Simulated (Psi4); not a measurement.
Reaction (SMILES): C=CC → C=C[CH2-] + H+
B3LYP-D3(BJ)/def2-TZVP geometries, fixed; electronic energies without zero-point terms.
Largest species:
```xyz
9

C      1.2882     0.1370     0.0119
C      0.0047     0.4726     0.0011
H      1.6023    -0.9010     0.0124
H      2.0710     0.8846     0.0207
H     -0.2612     1.5267     0.0011
C     -1.1384    -0.4921    -0.0114
H     -0.7888    -1.5254    -0.0106
H     -1.7831    -0.3471     0.8604
H     -1.7673    -0.3432    -0.8940
```
Charge 0, spin multiplicity 1.

Effect of the grid (radial, spherical points) at B3LYP/aug-cc-pVTZ with Psi4, against the last row, where the deprotonation energy is 395.74 kcal/mol. The proton leaves the site shown, which need not be the most acidic. Cost is core time over that of grid: 35, 110, rough, on shared machines of one kind.

| setting | grid points, largest species | largest shift of a total energy (mEh) | shift of the deprotonation energy (kcal/mol) | cost |
|---|---|---|---|---|
| grid: 35, 110 | 33758 | -0.022 | -0.023 | 1× |
| grid: 50, 194 | 85005 | 0.023 | -0.021 | 2× |
| grid: 75, 302 | 195583 | 0.004 | -0.003 | 3× |
| grid: 99, 590 | 501509 | 0.000 | 0.000 | 5× |
| grid: 150, 974 | 1250787 | 0.000 | 0.000 | 10× |

Within 0.02 kcal/mol in the deprotonation energy: grid: 75, 302; grid: 99, 590. The largest shift is 0.023 mEh in a total energy and 0.023 kcal/mol in the difference.
